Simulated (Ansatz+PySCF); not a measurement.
The numbers below are computed, except where a source is named.
## PySCF 2.14.0 run

```python
from pyscf import gto, scf

mol = gto.M(atom="""
Li 0.000000 0.000000 -1.369630
O 0.000000 0.000000 0.302340
H 0.000000 0.706850 0.845100
H 0.000000 -0.706850 0.845100
""", basis='def2-svp', charge=1, spin=0)
mf = scf.RHF(mol)
mf.init_guess = 'huckel'
mf.kernel()
while True:  # follow internal instabilities
    mo, _, stable, _ = mf.stability(return_status=True)
    if stable: break
    mf.kernel(mf.make_rdm1(mo, mf.mo_occ))
print(mf.converged, mf.e_tot, mf.spin_square()[0])
```

The script is written out from the run's settings.

Output:

- Converged: yes
- Total energy: -83.24436 hartree
- Spin squared of the determinant: 0.000
